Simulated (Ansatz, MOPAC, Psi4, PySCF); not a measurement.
Gas-phase reaction in SMILES: Cl (HCl) -> Cl atom + H atom (the Cl-H bond breaks)

Wanted: bond dissociation energy (enthalpy at 298 K), in kcal/mol. Set-up: valence correlation only; no spin-orbit coupling; non-relativistic; open shells spin-unrestricted; 6-31G* and kin with 6d, 5d where marked; 6-311+G** with 5d, 6d on Na to Ar in Ansatz (an electronic-structure program). CBS marks a two-point X^-3 extrapolation of the correlation energy; Hartree-Fock from the larger set (for Q and 5 zeta extrapolated as (X+1)exp(-9√X)). First-principles rows: single points at B3LYP-D3(BJ) geometries (Ansatz), with unscaled harmonic terms from B3LYP/6-31G* at its own minima. Semi-empirical rows: MOPAC heats of formation at their own minima for 298 K.

Measured values: Active Thermochemical Tables 1.112 (ions: stationary electron), as tabulated in the package chemicals; they hold spin-orbit and core effects, anharmonicity. 

Value to compare with, the measured value: 103.1 kcal/mol.

| level | program | bond dissociation energy (enthalpy at 298 K) (kcal/mol) | error |
|---|---|---|---|
| PM6 | MOPAC | 113.1 | 10.0 |
| HF/STO-3G | Ansatz | 76.0 | -27.1 |
| PBE/def2-SVP | Ansatz | 100.5 | -2.6 |
| PBE/6-311+G** | Ansatz | 101.5 | -1.6 |
| B3LYP/6-31G* | Ansatz | 96.6 | -6.5 |
| B3LYP/6-31+G* | Ansatz | 96.7 | -6.4 |
| B3LYP/cc-pVDZ | Ansatz | 98.5 | -4.6 |
| PBE0/6-31G* | Ansatz | 96.3 | -6.8 |
| PBE0/6-311+G** | Ansatz | 100.1 | -3.0 |
| M06-2X/6-311+G** | PySCF | 100.6 | -2.5 |
| wB97X-D/6-31G* | Psi4 | 97.5 | -5.6 |
| MP2/3-21G | Ansatz | 71.7 | -31.4 |
| MP2/6-31G* | Ansatz | 85.6 | -17.5 |
| r2SCAN-D4/def2-TZVPD | Ansatz + dftd4 | 102.6 | -0.5 |
| CCSD(T)/CBS(cc-pV(Q+d)Z,cc-pV(5+d)Z) | Ansatz | 104.1 | 1.0 |

Among the 13 habitual levels, MP2/3-21G lies farthest from the measured value (-31.4 kcal/mol); 1 of 13 lie above it, and their mean absolute error is 9.7 kcal/mol, the median 6.4. One case shows no general order.

The levels are drawn from those run, B3LYP/6-31G* more often than the rest, none by its result; runs whose electronic state is in doubt are left out.
